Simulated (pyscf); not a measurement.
Single points on ωB97X-D3(BJ)/def2-SVP structures (PySCF, gas phase).

Question: For the elementary gas-phase step F–CH₂–CH₂–Ga(F)–F -> F–Ga(F)–F + H₂C=CH₂ (singlet surface; C–F, C–Ga broken, F–Ga formed), what barrier and reaction energy does ωB97M-D3(BJ)/def2-TZVP give, measured from the reactant's lowest minimum found?

Answer: ΔE‡ = 7.2 kcal/mol, ΔE = +5.5 kcal/mol. Zero-point energy shifts the barrier by -1.4 kcal/mol. It is an elimination, with an imaginary mode of 351i cm⁻¹. On the product side the descent ends in a bound adduct, 20.0 kcal/mol under the separated species and 18.5 kcal/mol under the saddle at ωB97X-D3(BJ)/def2-TZVP. What is counted as formed (F–Ga) is already present as a longer contact in the reactant adduct; forming that adduct is a step of its own. F–CH₂–CH₂–Ga(F)–F is closed by a dative F–Ga contact. One saddle was located; it need not be the lowest between these sides. Elements up to Kr have no core potential and no relativistic terms here.
